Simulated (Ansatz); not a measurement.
What does this script print? It uses the Python package of Ansatz (0.2.0).

Script `cas_hnao.py`:
```python
"""Active-space calculation on HNaO."""

import ansatz

system = (
    ansatz.Crystal.molecule()
    .atom("O", [-0.3525, -0.5317, -0.259])
    .atom("Na", [1.2721, 0.1148, 0.7115])
    .atom("H", [-0.9306, 0.352, -0.4657])
)

base = (
    system.calculation()
    .basis(gaussian="6-31G*")  # the orbital basis, by name
    .correlation(active_electrons=2, active_orbitals=2)  # correlation on top of the mean field
)
for method in ["sc_nevpt2"]:
    report = (base if method is None else base.correlation(method)).run().report
    space = report["configurations"]
    state = space["states"][0]
    print(method or "casscf", f"total {report['free_energy_ev'] / 27.211386246:.6f} Ha, active-space state {state['energy']['hartree']:.6f} Ha, mean field {report['reference_energy_ev'] / 27.211386246:.6f} Ha")
    print("  determinants", state["n_determinants"], " natural occupations", [round(n, 3) for n in space["natural_occupations"]])
```

```console
$ python cas_hnao.py
sc_nevpt2 total -237.464611 Ha, active-space state -237.282163 Ha, mean field -237.254994 Ha
  determinants 4  natural occupations [1.963, 0.037]
```

Reading the output:
- Total energies depend on the basis set; only differences at equal settings carry meaning.
- The geometry is a force-field or estimated start, not a minimum of this method, and the basis set is short of its limit. The active space starts as a window about the frontier orbitals and is then optimised, not chosen by chemistry.
- The whole script took 0.6 s on 1 thread of Arm Neoverse V2, on a shared host, peak memory 0.13 GiB.
